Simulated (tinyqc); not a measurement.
Stretching all distances: RHF, UHF, MP2, CISD and CCSD against full CI in the sto-3g basis, for CH2, spin multiplicity 1. Computed by the program tinyqc with PySCF. All coordinates are multiplied by the scale. c0^2 is the weight of the RHF determinant in the lowest singlet FCI state (UHF is spin-contaminated and may lie near states of higher spin) and n(LUMO) the first natural occupation beyond the occupied space.

Geometry (angstrom):
```
atom,x,y,z
C,0.0000,0.0000,0.0000
H,0.0000,0.8910,0.5090
H,0.0000,-0.8910,0.5090
```

Full CI energy (hartree) and errors against it (kcal/mol):
```
scale,distance 1-2 (angstrom),E(FCI),RHF,UHF,MP2,CISD,CCSD,<S^2> UHF,c0^2,n(LUMO)
0.990,1.016,-38.39697,33.267,5.887,14.495,1.771,0.379,0.878,0.906,0.158
1.230,1.262,-38.40570,47.014,26.198,19.646,2.723,0.469,0.811,0.908,0.105
1.470,1.508,-38.33680,70.742,55.731,29.976,5.501,0.585,0.752,0.865,0.114
1.710,1.755,-38.26472,105.387,59.684,45.406,12.048,0.514,1.442,0.767,0.245
1.950,2.001,-38.21111,148.579,40.261,63.086,23.463,-0.911,1.671,0.629,0.425
2.190,2.247,-38.17917,195.696,25.492,78.760,38.008,-6.226,1.855,0.479,0.616
```

What does the comparison show, and why?

UHF lies below RHF over the whole range. The weight c0^2 goes from 0.91 to 0.48 and n(LUMO) from 0.16 to 0.62: static correlation grows as the bonds break into open-shell fragments. The spread of the error along the curve, which distorts its shape, is CCSD 6.8, CISD 36.2, UHF 53.8, MP2 64.3, RHF 162.4 kcal/mol. Below FCI somewhere: CCSD, as non-variational methods may be. The table stops here: at scale 2.43 and beyond, the reference weight falls under 0.45 or RHF, UHF or CCSD hop between solutions, so those rows were left out and the spreads given cover only the rows shown. As computed, partly on other solutions, the errors there reach in size RHF 270, UHF 40, MP2 102, CISD 58, CCSD 44 kcal/mol.
